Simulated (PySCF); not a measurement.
**Towards the basis-set limit for O₂⁺**

State: doublet, unpaired electrons π ↑. De refers to O⁺ + O. ROHF-based CCSD(T) in PySCF 2.14 with O cc-pVTZ and O cc-pVQZ (frozen core orbitals: 2; no relativity). Correlation energies are extrapolated as n⁻³ (n = 3, 4), Hartree–Fock as (n+1)·exp(−9√n). CV is the change on freezing 0 orbitals instead, in O cc-pwCVTZ. SR is the spin-free X2C energy in O cc-pVTZ-DK less the non-relativistic one in O cc-pVTZ.

```
            Level  Re (Å)  ωe (cm⁻¹)  ωexe (cm⁻¹)  αe (cm⁻¹)  De (eV)
       CCSD(T)/TZ  1.1207     1915.3         15.3     0.0185    6.364
       CCSD(T)/QZ  1.1169     1933.4         15.2     0.0183    6.576
           HF/CBS  1.0587     2506.5         11.4     0.0135    1.544
          MP2/CBS  1.1576     1433.9         41.7     0.0374    7.700
         CCSD/CBS  1.1024     2071.2         13.7     0.0167    6.218
      CCSD(T)/CBS  1.1148     1946.0         15.2     0.0183    6.708
   CCSD(T)/CBS+CV  1.1133     1952.7         15.2     0.0183    6.720
CCSD(T)/CBS+CV+SR  1.1134     1950.1         15.2     0.0183    6.711
```

Task: How much is left between CCSD(T)/QZ and the basis-set limit, and how much do the triples give at the limit?

Result: CCSD(T)/CBS less CCSD(T)/QZ: -2.1 mÅ in Re, +12.6 cm⁻¹ in ωe and +0.132 eV in De. CCSD(T)/CBS less CCSD/CBS: +12.4 mÅ in Re, -125.2 cm⁻¹ in ωe and +0.490 eV in De.

Task: What do the later terms add?

Result: CV: -1.5 mÅ in Re, +6.7 cm⁻¹ in ωe and +0.012 eV in De; SR: +0.1 mÅ in Re, -2.6 cm⁻¹ in ωe and -0.009 eV in De, each against the row above.

The T1 diagnostic is 0.014. The state was picked by a PBE0 search and need not be the measured ground state. Spin–orbit coupling, excitations beyond (T) and corrections to the Born–Oppenheimer picture are left out.

The whole job (state search and all basis sets along the bond) took about 10 min on 4 threads of Intel Xeon Platinum 8488C (shared host), peak memory 7.7 GiB.
